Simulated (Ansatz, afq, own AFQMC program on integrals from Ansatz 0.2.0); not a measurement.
# Where AFQMC and coupled cluster stand for CH4Se, singlet

```xyz
6

C    -0.1322   -0.3510   -0.3899
Se    0.8576    0.2576    1.1737
H    -1.2067   -0.4149   -0.1768
H     0.2466   -1.3563   -0.6174
H     0.0509    0.3024   -1.2522
H     0.1837    1.5622    1.2626
```

Connectivity, by distances: CH3–SeH.

Basis def2-TZVP. Only valence electrons are correlated. Integrals, coupled cluster, full CI and functionals: Ansatz 0.2.0; the random walks run on the same integrals in our own AFQMC program. The CISD trial takes its coefficients from CCSD amplitudes. Released means that phaseless walkers are propagated on without the constraint, phases kept. Free projection: walkers drawn from exp(T), propagated without any constraint. Its projection time is finite, and what remains of the start isn't in its error. Uncertainties: one standard error, sampling alone. No spin–orbit coupling.

Determinant: RHF, the one that the program's search chose, which needn't be the lowest solution. The geometry is a PBE0/def2-SVP stationary point of this or a neighbouring charge and spin state.

No full CI on the walks' own integrals is used here; CCSDT(Q) serves as the reference and is uncertain by about the last step of the cluster series.

Cautions: no relativity below Rb; no spin-orbit coupling; inner d shell frozen.

```
T1 diagnostic                               : 0.0096
weight of the determinant in the CISD state : 0.860
size of the correlated space                : 14 electrons in 88 orbitals
```

```
  level  correlation energy (eV)
    MP2                  -9.0219
   CCSD                  -9.9455
CCSD(T)                 -10.3191
```

(1) Estimate where AFQMC with the constraint released lies against CCSD(T) on the same integrals.

(1) 40.3 ± 5.4 meV below CCSD(T).

Reference: CCSDT(Q), correlation energy -10.357 eV. The released energy is read at 1.62 1/Eh, later times being too noisy (meV from the phaseless value at times in 1/Eh: -3 ± 4 at 0.24, -3 ± 5 at 0.51, -3 ± 5 at 0.99, -5 ± 5 at 1.62, 3 ± 11 at 2.40).

```
         level  E − E(reference) (meV)  share of correlation (%)
       CCSD(T)                    38.0                     99.63
         CCSDT                    16.3                     99.84
   ph-AFQMC/HF            -49.1 ± 28.3                    100.47
 ph-AFQMC/CISD               2.8 ± 5.2                     99.97
released AFQMC              -2.3 ± 5.4                    100.02
    free AFQMC               0.0 ± 6.8                    100.00
```

Free projections are given only where their last times agree within the noise and don't stop above the reference; a slow remainder of the start can still hide under it. Released energies are given only where the last usable release times agree within the noise; a slower fall can still hide under it.
